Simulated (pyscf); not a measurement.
**Four-centre exchange: `[OH][SiH3]` + `[NH3]` → `[OH][SiH3]` + `[NH3]`**

Gas phase, singlet surface, charge 0. Bonds broken: Si2–H4, N7–H8. Bonds formed: Si2–H8, H4–N7. PySCF, gas phase, ωB97X-D3(BJ)/def2-SVP geometries. MP2 and CC: frozen core, UHF for open shells. ΔMP2 is the change of the MP2 total energy from the triple- to the quadruple-zeta basis.

Transition state (Å):

```xyz
10

O     -1.7474    -1.5341     1.5315
Si    -1.7241    -0.0023     0.7481
H     -1.4386    -2.2289     0.9452
H     -0.4339     0.1934    -1.5018
H     -3.1595     0.2933     0.3274
H     -1.6394     0.9568     1.9208
N      0.4924     0.7099    -1.4580
H      0.3984     0.8122    -0.4046
H      0.4630     1.6137    -1.9456
H      1.2950     0.1331    -1.7390
```

One imaginary mode, 716i cm⁻¹; descent along it reached the two sides named.

```tsv
bond	change	reactant side (Å)	saddle	product side
Si2–H4	breaks	1.490	2.6	5.2
N7–H8	breaks	1.020	1.062	2.8
Si2–H8	forms	4.8	2.549	1.479
H4–N7	forms	2.8	1.062	1.020
```

Electronic energies relative to the separated reactants (kcal/mol):

```csv
level,barrier,reaction energy,reverse barrier
ωB97X-D3(BJ)/def2-TZVP,63.7,0.0,63.7
PBE/def2-TZVP,52.7,0.0,52.7
r²SCAN/def2-TZVP,60.0,0.0,60.0
B3LYP-D3(BJ)/def2-TZVP,59.6,0.0,59.6
PBE0-D3(BJ)/def2-TZVP,56.8,0.0,56.8
M06-2X/def2-TZVP,63.7,0.0,63.7
ωB97M-D3(BJ)/def2-TZVP,61.9,0.0,61.9
HF/def2-TZVP,76.6,0.0,76.6
MP2/def2-QZVPP,65.1,0.0,65.1
CCSD/def2-TZVPP,66.3,0.0,66.3
CCSD(T)/def2-TZVPP,64.1,0.0,64.1
CCSD(T)/def2-TZVPP + ΔMP2(QZVPP),63.7,0.0,63.7
```

With CCSD(T)/def2-TZVPP + ΔMP2(QZVPP) energies and thermal terms (ideal gas, 1 atm, RRHO with modes under 100 cm⁻¹ raised to 100, one conformer, R ln 2 for chiral ones without a mode under 150 cm⁻¹), in kcal/mol:

```json
[
 {"T (K)": "298", "ΔH‡": "64.9", "ΔG‡": "73.0", "ΔH": "0.0", "ΔG": "0.0"},
 {"T (K)": "600", "ΔH‡": "65.1", "ΔG‡": "81.2", "ΔH": "0.0", "ΔG": "0.0"},
 {"T (K)": "900", "ΔH‡": "65.5", "ΔG‡": "89.1", "ΔH": "0.0", "ΔG": "0.0"},
 {"T (K)": "1200", "ΔH‡": "66.0", "ΔG‡": "97.0", "ΔH": "0.0", "ΔG": "0.0"}
]
```

The same reactants have a lower exit, to H₂O + H₂N–SiH₃ (barrier +29.3 kcal/mol at ωB97M-D3(BJ), against +61.9 kcal/mol here). Another saddle between the same species, by other bonds, lies lower (27.0 kcal/mol against 61.9 kcal/mol at ωB97M-D3(BJ)). The CCSD(T) − MP2 part came from Ansatz, without density fitting, on the same reference.
